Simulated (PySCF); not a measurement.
**CHF3S: electronic excitations**

What electronic excitations should CHF3S (`FC(F)(F)S`) show?

Programs: PySCF 2.14.0, with density-fitted response routines of our own. Each step states its level of theory. These are calculated values for one molecule in the gas phase, unless marked as measured. Atoms count from 0, in the outputs and in this text.

**1. Starting geometry**

6 atoms, charge 0, multiplicity 1; geometry from: GFN2-xTB.

Bonds of the start (Å): F0–C1 1.33, C1–F2 1.33, C1–F3 1.32, C1–S4 1.83, S4–H5 1.33.

**2. TDDFT and polarisability: B3LYP/def2-SVPD**

What the job is given:

```
{"job": {"kind": "uv", "xc": "B3LYP", "basis": "def2-SVPD", "nstates": 8, "ntriplets": 3}, "charge": 0, "multiplicity": 1}
F     -0.829899     0.383432     1.110519
C     -0.428290     0.021855    -0.109101
F     -0.309256     1.142097    -0.823389
F     -1.382800    -0.714082    -0.654712
S      1.139308    -0.915871    -0.055536
H      1.814059     0.084559     0.510644
```

With the program's defaults for keys left out, this is: TDDFT B3LYP/def2-SVPD, vertical, gas phase, core orbitals frozen in the response.

Predict these results of the whole session: lowest singlet (B3LYP/def2-SVPD); brightest single state of those computed; lowest triplet.

The runs gave:

| quantity | value |
| --- | --- |
| lowest singlet (B3LYP/def2-SVPD) | 5.73 eV (216 nm), f = 0.001 |
| brightest single state of those computed | state 8, 9.21 eV, f = 0.039 |
| lowest triplet | 5.17 eV |

What this shows: The lowest singlet, at 5.73 eV, is HOMO→LUMO 0.99 and is weak; of the 8 states computed, the strongest absorption comes from state 8 at 9.21 eV (the last computed, so partners may be missing). The lowest triplet lies 0.56 eV below the lowest singlet (triplets in Tamm-Dancoff, singlets in full TDDFT). States above −ε(HOMO) lie where TDDFT describes them poorly and they hang on the basis; the brightest is among them.
